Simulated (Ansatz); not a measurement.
**SiP (doublet): from Hartree-Fock to the top rungs, def2-TZVPP**

One table from this session's results is given with a row withheld; the runs are named, their logs left out.

Method: def2-TZVPP, core rule «outside noble gas», up to 10 orbitals frozen; program: Ansatz 0.2.0, Gaussian basis.

To be run: UHF; ROHF; CCSD(T) on UHF.

## The system

The geometry is a PBE0/def2-TZVP stationary point (not a proven minimum) of the parent state, kept for this charge and spin.

2 atoms, charge 0, spin multiplicity 2.

Atoms are counted from 1 here; the program's logs count them from 0.

Bond lengths: Si1–P2 2.343 Å.

As a file:

```xyz
2

Si    0.0000    0.0000    0.0000
P     0.0000    0.0000    2.3430
```

Set-up of the first run:

in.yaml reads:

```yaml
crystal:
  periodic: [false, false, false]
  atoms:
    - {symbol: Si, position_ang: [0.000000, 0.000000, 0.000000]}
    - {symbol: P, position_ang: [0.000000, 0.000000, 2.343000]}
basis:
  gaussian: {orbitals: def2-TZVPP}
magnetization: {spin_polarized: true, initial_magnetization: 1}
hamiltonian: {xc: hf}
output: {orbitals: {seedname: orbitals}}
```

Started as:

```bash
$ ansatz run in.yaml --threads 1 --pin off --events-out ev --progress --plain --max-ram 4096MiB --backend cpu
```

Steps of the session up to this table: UHF; ROHF; CCSD(T) on UHF.

One table of the session follows, with a row left open; its other results are not shown here.

```
  method  from UCCSD(T) (meV)
    ROHF              +7197.3
     UHF              +6501.8
    UMP2              +1692.2
   UCCSD                    ?
UCCSD(T)                    0
```

Estimate the missing values for UCCSD.

As computed: from UCCSD(T) (meV): +431.1. In the column «from UCCSD(T) (meV)» it lies between UCCSD(T) (0) and UMP2 (+1692.2).

Limits of these values: The determinant is far from a pure spin state, so its energy mixes those of several spin states (harmless only where they are near-degenerate, as at dissociation).
